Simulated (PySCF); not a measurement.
Atomic charges against the basis set

BH6P.
Numbering: `[BH3-:1][PH3+:2]` (hydrogens: H3, H4, H5 on B1; H6, H7, H8 on P2)

PBE0 throughout (PySCF), one geometry, spherical d and f functions. Geometry: PBE0-D3(BJ)/def2-SVP; no solvent, vibrations or thermal averaging. Atoms taken as equivalent share a column and are averaged.

Mulliken charges (e):

```csv
basis,functions,B1,P2,H3/H4/H5,H6/H7/H8
pcSseg-0,34,-0.477,-0.151,+0.065,+0.144
cc-pVDZ,62,-0.308,+0.206,-0.024,+0.058
aug-cc-pVDZ,104,-1.740,-0.909,+0.520,+0.363
IGLO-III,139,-0.181,+0.545,-0.066,-0.056
cc-pVTZ,148,-0.447,+0.200,+0.017,+0.065
```

IAO charges (e):

| basis | functions | B1 | P2 | H3/H4/H5 | H6/H7/H8 |
| --- | --- | --- | --- | --- | --- |
| pcSseg-0 | 34 | -0.617 | +0.419 | +0.016 | +0.050 |
| cc-pVDZ | 62 | -0.639 | +0.585 | +0.017 | 0.000 |
| aug-cc-pVDZ | 104 | -0.641 | +0.583 | +0.017 | +0.002 |
| IGLO-III | 139 | -0.651 | +0.614 | +0.019 | -0.007 |
| cc-pVTZ | 148 | -0.648 | +0.600 | +0.019 | -0.003 |

Hirshfeld charges (e):

| basis | functions | B1 | P2 | H3/H4/H5 | H6/H7/H8 |
| --- | --- | --- | --- | --- | --- |
| pcSseg-0 | 34 | -0.148 | +0.340 | -0.091 | +0.027 |
| cc-pVDZ | 62 | -0.148 | +0.317 | -0.079 | +0.023 |
| aug-cc-pVDZ | 104 | -0.147 | +0.301 | -0.076 | +0.025 |
| IGLO-III | 139 | -0.148 | +0.302 | -0.077 | +0.026 |
| cc-pVTZ | 148 | -0.147 | +0.303 | -0.076 | +0.024 |

**Question.** Which scheme is steadiest as the basis changes?

**Answer.** Largest range over the bases for any column: Hirshfeld 0.04 e, IAO 0.19 e, Mulliken 1.56 e. Hirshfeld charges move least and Mulliken charges most, counted in e.

**Question.** How much do the charges still move between the two largest bases, IGLO-III and cc-pVTZ?

**Answer.** At most, over all atoms: Mulliken 0.345 e, IAO 0.014 e, Hirshfeld 0.002 e.

**Question.** What do the same runs give for the total energy, the frontier levels and the dipole moment?

**Answer.** 
| basis | energy (Eh) | HOMO (eV) | LUMO (eV) | μ (D) |
| --- | --- | --- | --- | --- |
| pcSseg-0 | -369.1171 | -8.51 | 0.66 | 4.87 |
| cc-pVDZ | -369.6036 | -8.43 | 0.71 | 4.19 |
| aug-cc-pVDZ | -369.6068 | -8.53 | -0.50 | 4.05 |
| IGLO-III | -369.6316 | -8.59 | 0.16 | 4.07 |
| cc-pVTZ | -369.6318 | -8.57 | 0.40 | 4.05 |

The dipole is fixed by the density alone, so its range of 0.82 D shows that the density itself changes with the basis, not only its division among atoms.
